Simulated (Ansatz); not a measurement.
Harmonic frequencies (cm⁻¹) at PBE0-D4/def2-TZVP from Ansatz: 83, 162, 227, 712, 751, 793, 905, 1152, 1180, 1212, 1479, 1492, 1498, 2140, 2209, 3019, 3084, 3124.

**Question.** Which molecule is it?
A. `[CH2][SiH2]O`•
B. `C[SiH]O`•
C. `CO[SiH2]`•
D. `[CH2]SSC`•

**Answer.** C.
